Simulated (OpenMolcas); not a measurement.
**SiH2F (SMILES F[SiH2]): a chain of runs**

Wanted: a single-point energy (UHF/STO-3G), then a single-point energy (CASSCF(3,3)/STO-3G), then a single-point energy (CASPT2(3,3)/STO-3G), then the energy (SC-NEVPT2(3,3)/STO-3G), then the energy (MRCI(3,3)/STO-3G) of SiH2F. 

The calculation is run with OpenMolcas 26.06.

**1. The system as given**

SiH2F has 4 atoms, charge 0, and is taken as a doublet. As SMILES, `F[SiH2]`. The Si2–H3 distance was set to 2.533 Å, away from the relaxed value. At this shape a bond of the SMILES string is far longer than usual.

Bond lengths: F1–Si2 1.621 Å, Si2–H4 1.448 Å. Angles: F1–Si2–H4 104.7°.

**2. The energy at UHF/STO-3G (run 1)**

Contents of step1.input:

```
* FH2Si Hartree-Fock

&GATEWAY
  BasLib = $CurrDir
  Coord
  4
  bohr
  F      3.83408045    -0.11343081    -0.78316487
  Si     1.32501549    -1.83773031    -0.44558419
  H     -2.30533359     1.28221697    -0.49442794
  H      1.81377425    -3.34236805     1.78597449
  Basis = STO-3G
  Group = NoSym

&SEWARD

&SCF
  UHF
  Spin = 2
  Scramble = 0.25
  PrOrbitals = 1 1
```

The basis set STO-3G is read from a file made from the Basis Set Exchange's data (not shown).

The run is started by

```
$ export MOLCAS_MEM=1860
$ pymolcas step1.input > step1.log
```

Log, shortened:

```text
--- Start Module: gateway ---
[...]
--- Stop Module: gateway /rc=_RC_ALL_IS_WELL_ ---
--- Start Module: seward ---
[...]
      Basis functions           16
--- Stop Module: seward /rc=_RC_ALL_IS_WELL_ ---
--- Start Module: scf ---
[...]
       Convergence after  15 Iterations
[...]
::    Total SCF energy                               -384.6355973938
[...]
      Total spin, S                                     0.6023263834
[...]
      Total electronic charge=   25.000000
      Total            charge=   -0.000000
[...]
      Dipole Moment (debye):
      Origin of the operator (angstrom)=    1.1819   -0.6011   -0.2813
                   X= -3.7987E-01               Y= -6.2752E-01               Z=  1.2927E-01           Total=  7.4484E-01
      Quadrupole Moment (debye*angstrom):
[...]
--- Stop Module: scf /rc=_RC_ALL_IS_WELL_ ---
[...]
```

Wall time 1.1 s (1 thread of Intel Xeon 6975P-C (Granite Rapids), shared host); peak memory 0.37 GiB.

**3. The energy at CASSCF(3,3)/STO-3G (run 2)**

Contents of step2.inp:

```
* FH2Si CASSCF

&gateway
 baslib=$CurrDir
 coord
 4
 bohr
 F      3.83408045    -0.11343081    -0.78316487
 Si     1.32501549    -1.83773031    -0.44558419
 H     -2.30533359     1.28221697    -0.49442794
 H      1.81377425    -3.34236805     1.78597449
 basis=STO-3G
 group=NoSym

&seward

&rasscf
 fileorb=$CurrDir/step1.UnaOrb
 spin=2
 nactel=3 0 0
 inactive=11
 ras2=3
 orblisting=Nothing
```

The basis set STO-3G is read from a file made from the Basis Set Exchange's data (not shown).

The run is started by

```
$ export MOLCAS_MEM=1860
$ pymolcas step2.inp > step2.log
```

Log, shortened:

```text
--- Start Module: gateway ---
[...]
--- Stop Module: gateway /rc=_RC_ALL_IS_WELL_ ---
--- Start Module: seward ---
[...]
      Basis functions           16
--- Stop Module: seward /rc=_RC_ALL_IS_WELL_ ---
--- Start Module: rasscf ---
[...]
      Number of active orbitals                  3
[...]
      Spin quantum number                      0.5
[...]
      Active orbitals                            3
[...]
      Number of CSFs                             8
[...]
      Number of root(s) required                 1
[...]
      Convergence after 10 iterations
[...]
      printout of CI-coefficients larger than  0.05 for root  1
      energy=    -384.645048
      conf/sym  111     Coeff  Weight
             1  2u0  -0.95376 0.90965
             4  udu   0.23209 0.05387
             6  uud   0.13400 0.01795
             8  0u2  -0.13605 0.01851
      Natural orbitals and occupation numbers for root  1
      sym 1:   1.891133   1.000012   0.108855
      ************************************************************************************************************************
      *                                                    Final results                                                     *
[...]
::    RASSCF root number  1 Total energy:   -384.64504805
[...]
      Total electronic charge=   25.000000
      Total            charge=   -0.000000
[...]
      Dipole Moment (debye):
      Origin of the operator (angstrom)=    1.1819   -0.6011   -0.2813
                   X= -4.2276E-01               Y= -6.6092E-01               Z=  9.0804E-02           Total=  7.8980E-01
      Quadrupole Moment (debye*angstrom):
[...]
--- Stop Module: rasscf /rc=_RC_ALL_IS_WELL_ ---
[...]
```

Run time: 1.1 s. Hardware: 1 thread of Intel Xeon 6975P-C (Granite Rapids), shared host; peak memory 0.37 GiB.

**4. A single-point energy at CASPT2(3,3)/STO-3G (run 3)**

Contents of step3.input:

```
>>> EXPORT MOLCAS_PRINT=2

&GATEWAY
 BASLIB=$CurrDir
 COORD
 4
 bohr
 F      3.83408045    -0.11343081    -0.78316487
 Si     1.32501549    -1.83773031    -0.44558419
 H     -2.30533359     1.28221697    -0.49442794
 H      1.81377425    -3.34236805     1.78597449
 BASIS=STO-3G
 GROUP=NoSym

&SEWARD

&RASSCF
 FILEORB=$CurrDir/step2.RasOrb
 SPIN=2
 NACTEL=3 0 0
 INACTIVE=11
 RAS2=3
 ORBLISTING=Nothing

&CASPT2
 IMAGINARY=0.1
 FROZEN=6
```

The basis set STO-3G is read from a file made from the Basis Set Exchange's data (not shown).

The run is started by

```
$ export MOLCAS_MEM=1860
$ pymolcas step3.input > step3.log
```

Log, shortened:

```text
--- Start Module: gateway ---
[...]
--- Stop Module: gateway /rc=_RC_ALL_IS_WELL_ ---
[...]
      Basis functions           16
[...]
--- Start Module: rasscf ---
[...]
      Number of active orbitals                  3
[...]
      Spin quantum number                      0.5
[...]
      Active orbitals                            3
[...]
      Number of CSFs                             8
[...]
      Number of root(s) required                 1
[...]
      Convergence after  4 iterations
[...]
      printout of CI-coefficients larger than  0.05 for root  1
      energy=    -384.645048
      conf/sym  111     Coeff  Weight
             1  2u0  -0.95376 0.90966
             4  udu   0.23209 0.05387
             6  uud   0.13399 0.01795
             8  0u2  -0.13605 0.01851
      Natural orbitals and occupation numbers for root  1
      sym 1:   1.891133   1.000012   0.108855
      ************************************************************************************************************************
      *                                                    Final results                                                     *
[...]
::    RASSCF root number  1 Total energy:   -384.64504805
[...]
      Total electronic charge=   25.000000
      Total            charge=   -0.000000
[...]
      Dipole Moment (debye):
      Origin of the operator (angstrom)=    1.1819   -0.6011   -0.2813
                   X= -4.2278E-01               Y= -6.6091E-01               Z=  9.0820E-02           Total=  7.8981E-01
      Quadrupole Moment (debye*angstrom):
[...]
--- Stop Module: rasscf /rc=_RC_ALL_IS_WELL_ ---
--- Start Module: caspt2 ---
[...]
 ###    WARNING: User changed nr of frozen orbitals.                         ###
 ###############################################################################
[...]
      E2 (Variational):          -0.0445062179
      Total energy:            -384.6895542667
[...]
      Reference weight:           0.97621
[...]
::    CASPT2 Root  1     Total energy:   -384.68955427
[...]
--- Stop Module: caspt2 /rc=_RC_ALL_IS_WELL_ ---
[...]
```

Wall time 1 s (1 thread of Intel Xeon 6975P-C (Granite Rapids), shared host); peak memory 0.37 GiB.

**5. The energy at SC-NEVPT2(3,3)/STO-3G (run 4)**

Contents of step4.input:

```
&GATEWAY
  BasLib
  $CurrDir
  Coord
  4
  bohr
  F      3.83408045    -0.11343081    -0.78316487
  Si     1.32501549    -1.83773031    -0.44558419
  H     -2.30533359     1.28221697    -0.49442794
  H      1.81377425    -3.34236805     1.78597449
  Basis
  STO-3G
  Group
  NoSym

&SEWARD

&RASSCF
  FileOrb
  $CurrDir/step2.RasOrb
  Spin
  2
  Nactel
  3 0 0
  Inactive
  11
  Ras2
  3
  OrbListing
  Nothing

&CASPT2
  SC-NEVPT2
  Frozen
  6
```

The basis set STO-3G is read from a file made from the Basis Set Exchange's data (not shown).

The run is started by

```
$ export MOLCAS_MEM=1860
$ pymolcas step4.input > step4.log
```

Log, shortened:

```text
--- Start Module: gateway ---
[...]
--- Stop Module: gateway /rc=_RC_ALL_IS_WELL_ ---
[...]
      Basis functions           16
[...]
--- Start Module: rasscf ---
[...]
      Number of active orbitals                  3
[...]
      Spin quantum number                      0.5
[...]
      Active orbitals                            3
[...]
      Number of CSFs                             8
[...]
      Number of root(s) required                 1
[...]
      Convergence after  4 iterations
[...]
      printout of CI-coefficients larger than  0.05 for root  1
      energy=    -384.645048
      conf/sym  111     Coeff  Weight
             1  2u0  -0.95376 0.90966
             4  udu   0.23209 0.05387
             6  uud   0.13399 0.01795
             8  0u2  -0.13605 0.01851
      Natural orbitals and occupation numbers for root  1
      sym 1:   1.891133   1.000012   0.108855
      ************************************************************************************************************************
      *                                                    Final results                                                     *
[...]
::    RASSCF root number  1 Total energy:   -384.64504805
[...]
      Total electronic charge=   25.000000
      Total            charge=   -0.000000
[...]
      Dipole Moment (debye):
      Origin of the operator (angstrom)=    1.1819   -0.6011   -0.2813
                   X= -4.2278E-01               Y= -6.6091E-01               Z=  9.0820E-02           Total=  7.8981E-01
      Quadrupole Moment (debye*angstrom):
[...]
--- Stop Module: rasscf /rc=_RC_ALL_IS_WELL_ ---
--- Start Module: caspt2 ---
[...]
 ###    WARNING: User changed nr of frozen orbitals.                         ###
 ###############################################################################
[...]
      E2 (Variational):          -0.0429734312
[...]
      E2 (Variational):          -0.0429297228
      Total energy:            -384.6879777716
[...]
      Reference weight:           0.97750
[...]
::    SC-NEVPT2 Root  1     Total energy:   -384.68797777
[...]
--- Stop Module: caspt2 /rc=_RC_ALL_IS_WELL_ ---
[...]
```

Run time: 1 s. Hardware: 1 thread of Intel Xeon 6975P-C (Granite Rapids), shared host; peak memory 0.37 GiB.

**6. A single-point energy at MRCI(3,3)/STO-3G (run 5)**

Contents of step5.input:

```
&GATEWAY
 BasLib
 $CurrDir
 Coord
 4
 bohr
 F      3.83408045    -0.11343081    -0.78316487
 Si     1.32501549    -1.83773031    -0.44558419
 H     -2.30533359     1.28221697    -0.49442794
 H      1.81377425    -3.34236805     1.78597449
 Basis
 STO-3G
 Group
 NoSym

&SEWARD

&RASSCF
 FileOrb
 $CurrDir/step2.RasOrb
 Spin
 2
 Nactel
 3 0 0
 Inactive
 11
 Ras2
 3
 OrbListing
 Nothing

&MOTRA
 LumOrb
 Frozen
 6

&GUGA
 Electrons
 13
 Spin
 2
 Inactive
 5
 Active
 3
 CIAll
 1

&MRCI
 SDCI
```

The basis set STO-3G is read from a file made from the Basis Set Exchange's data (not shown).

The run is started by

```
$ export MOLCAS_MEM=1860
$ pymolcas step5.input > step5.log
```

Log, shortened:

```text
--- Start Module: gateway ---
[...]
--- Stop Module: gateway /rc=_RC_ALL_IS_WELL_ ---
[...]
      Basis functions           16
[...]
      Number of active orbitals                  3
[...]
      Spin quantum number                      0.5
[...]
      Active orbitals                            3
[...]
      Number of CSFs                             8
[...]
      Number of root(s) required                 1
[...]
      Convergence after  4 iterations
[...]
      printout of CI-coefficients larger than  0.05 for root  1
      energy=    -384.645048
      conf/sym  111     Coeff  Weight
             1  2u0  -0.95376 0.90966
             4  udu   0.23209 0.05387
             6  uud   0.13399 0.01795
             8  0u2  -0.13605 0.01851
      Natural orbitals and occupation numbers for root  1
      sym 1:   1.891133   1.000012   0.108855
      ************************************************************************************************************************
      *                                                    Final results                                                     *
[...]
::    RASSCF root number  1 Total energy:   -384.64504805
[...]
      Dipole Moment (debye):
      Origin of the operator (angstrom)=    1.1819   -0.6011   -0.2813
                   X= -4.2278E-01               Y= -6.6091E-01               Z=  9.0820E-02           Total=  7.8981E-01
      Quadrupole Moment (debye*angstrom):
[...]
      *** WARNING: Default frozen orbitals is overwritten by user input.
      *** Default values:   3
[...]
--- Start Module: guga ---
[...]
--- Stop Module: guga /rc=_RC_ALL_IS_WELL_ ---
--- Start Module: mrci ---
[...]
       (But an ACPF correction will be computed)
       USE THE DEFAULT ACPF G-VALUE GFAC=  0.15384615384615385
[...]
                      CI ENERGY:  -384.70344378
[...]
                ACPF CORRECTION:    -0.00280497
[...]
      Total electronic charge=   25.000000
      Total            charge=   -0.000000
[...]
     ACPF CORRECTION:     -0.00280497
[...]
  CI State   1     Total energy:   -384.70344378     QDav:     -0.00334417     QACPF:     -0.00280497
[...]
--- Stop Module: mrci /rc=_RC_ALL_IS_WELL_ ---
[...]
```

Wall time 1.2 s (1 thread of Intel Xeon 6975P-C (Granite Rapids), shared host); peak memory 0.37 GiB.

**7. Summary of results**

| quantity | value |
| --- | --- |
| run 1, UHF/STO-3G: total energy | -384.63560 Eh |
| run 1, UHF/STO-3G: dipole moment | 0.74 D |
| run 1, UHF/STO-3G: HOMO energy (highest over α and β) | -6.23 eV |
| run 1, UHF/STO-3G: LUMO energy (lowest over α and β) | 6.06 eV |
| run 1, UHF/STO-3G: ⟨S²⟩ | 0.965 |
| run 2, CASSCF(3,3)/STO-3G: total energy | -384.64505 Eh |
| run 2, CASSCF(3,3)/STO-3G: dipole moment (CASSCF density) | 0.79 D |
| run 3, CASPT2(3,3)/STO-3G: total energy | -384.68955 Eh |
| run 3, CASPT2(3,3)/STO-3G: dipole moment (CASSCF density) | 0.79 D |
| run 4, SC-NEVPT2(3,3)/STO-3G: total energy | -384.68798 Eh |
| run 4, SC-NEVPT2(3,3)/STO-3G: dipole moment (CASSCF density) | 0.79 D |
| run 5, MRCI(3,3)/STO-3G: total energy | -384.70344 Eh |
| run 5, MRCI(3,3)/STO-3G: dipole moment (CASSCF density) | 0.79 D |

What this shows: ⟨S²⟩ (run 1, UHF/STO-3G) is 0.97 where a pure doublet has 0.75: the reference is spin-contaminated. Mulliken charges (run 2, CASSCF(3,3)/STO-3G) run from -0.33 on F1 to +0.59 on Si2. Mulliken charges (run 3, CASPT2(3,3)/STO-3G) of the CASSCF density run from -0.33 on F1 to +0.59 on Si2; they depend strongly on the basis. Mulliken charges (run 4, SC-NEVPT2(3,3)/STO-3G) of the CASSCF density run from -0.33 on F1 to +0.59 on Si2.
